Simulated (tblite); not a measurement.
Input of a run (GFN2-xTB geometry optimisation, gas phase (tblite 0.8.0)), started from a force field or distance geometry:
```
{"job": {"kind": "relax", "xc": "GFN2-xTB", "basis": "xTB"}, "charge": 0, "multiplicity": 1}
F      2.093000     1.147300    -0.248400
C      1.421400    -0.028100    -0.115300
C      0.014600     0.172600    -0.027800
C     -1.093300     0.877900     0.006500
C     -1.212500    -0.560000     0.056700
F     -1.536900    -1.160000     1.245100
H      1.688100    -0.654700    -0.967500
H      1.809100    -0.510000     0.805000
H     -1.575300     1.808400     0.027000
H     -1.599200    -1.088600    -0.803800
```

Output (eV, eV/Å):
```
step      E/eV     max force
  0    -543.30536    2.140
  1    -543.38636    0.970
  2    -543.41424    0.616
  3    -543.43317    0.870
  4    -543.44304    0.364
  5    -543.44925    0.260
  6    -543.45727    0.114
  7    -543.45810    0.101
  8    -543.45938    0.074
  9    -543.45999    0.103
 10    -543.46088    0.107
 11    -543.46144    0.076
 12    -543.46196    0.076
 13    -543.46251    0.091
 14    -543.46322    0.098
 15    -543.46391    0.080
 16    -543.46441    0.056
 17    -543.46473    0.057
 18    -543.46496    0.044
 19    -543.46513    0.031
 20    -543.46523    0.034
 21    -543.46530    0.025
 22    -543.46536    0.020
 23    -543.46541    0.018
 24    -543.46544    0.018
 25    -543.46546    0.016
 26    -543.46548    0.012
 27    -543.46550    0.009
```

**Question.** Summarise the run.

**Answer.** The energy falls by 15.5 kJ/mol over 27 L-BFGS steps, the largest force on an atom goes from 2.14 to 0.009 eV/Å, and the atoms move by 0.067 Å rms after alignment. The bond that changes most is C3–C5 (fully substituted alkene carbon to sp3 C–F carbon), which lengthens by 0.050 Å. Bonds longer at the end by more than 0.005 Å: 7 of 10; shorter: 1. Among the angles that change most is C4–C5–H10, from 119.3° to 125.1°. The energy never rose by more than 1e-5 eV on the way. The first step brought 51 % of the lowering.

**Question.** What are the final bond lengths?

**Answer.** F1–C2 1.372 Å, C2–C3 1.465 Å, C3=C4 1.310 Å, C4–C5 1.480 Å, C5–F6 1.384 Å, C3–C5 1.482 Å, C2–H7 1.098 Å, C2–H8 1.098 Å, C4–H9 1.061 Å, C5–H10 1.084 Å. Numbering counts from 1 in the input's order; the species is `FCC1=C[C@@H]1F`.

The run took 0.1 s on an Arm Neoverse V1 with one thread, shared host with 32 logical CPUs at a one-minute load of 26.

Its GFN2-xTB frequencies are all real (lowest 62 cm⁻¹). The numbers are those of one conformer.

Conformer computed: `[F:1][CH2:2][C:3]1=[CH:4][C@@H:5]1[F:6]`: F1–C2–C3–C4 -7°.
